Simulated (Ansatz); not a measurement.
# AlH2 (doublet): wave-function methods side by side, def2-QZVPP

An exercise on one series of results from a longer session: the logs are not shown, and one member is left open.

Computed with Ansatz 0.2.0, Gaussian basis. Level: def2-QZVPP, core rule «outside noble gas», up to 5 orbitals frozen.

The runs, in order: UHF; ROHF; CCSD(T) on UHF.

2 further runs of the same task are left out: 2 set aside as unsound or not needed.

### What is computed

The geometry is a PBE0/def2-TZVP stationary point (not a proven minimum) of the parent state, kept for this charge and spin.

3 atoms, charge 0, spin multiplicity 2.

Atoms are counted from 1 here; the program's logs count them from 0.

Bond lengths: Al1–H2 1.722 Å, Al1–H3 1.722 Å. Angles: H2–Al1–H3 63.0°.

Set-up of the first run:

Input file in.yaml:

```yaml
crystal:
  periodic: [false, false, false]
  atoms:
    - {symbol: Al, position_ang: [0.000000, 0.000000, -0.102095]}
    - {symbol: H, position_ang: [0.000000, 0.899579, 1.366496]}
    - {symbol: H, position_ang: [0.000000, -0.899579, 1.366496]}
basis:
  gaussian: {orbitals: "def2-QZVPP.json"}
magnetization: {spin_polarized: true, initial_magnetization: 1}
hamiltonian: {xc: hf}
output: {orbitals: {seedname: orbitals}}
```

Launch:

```sh
ansatz run in.yaml --threads 1 --pin off --events-out ev --progress --plain --max-ram 2393MiB
```

Steps of the session up to this table: UHF; ROHF; CCSD(T) on UHF.

One table of the session follows, with a row left open; its other results are not shown here.

It belongs to the step «Misses and costs». 

```
  method  from UCCSD(T) (kcal/mol)
    ROHF                    +64.79
     UHF                    +63.80
    UMP2                    +14.36
   UCCSD                         ?
UCCSD(T)                         0
```

Estimate the missing values for UCCSD.

The run gave: from UCCSD(T) (kcal/mol): +1.78. In the column «from UCCSD(T) (kcal/mol)» it lies between UCCSD(T) (0) and UMP2 (+14.36).
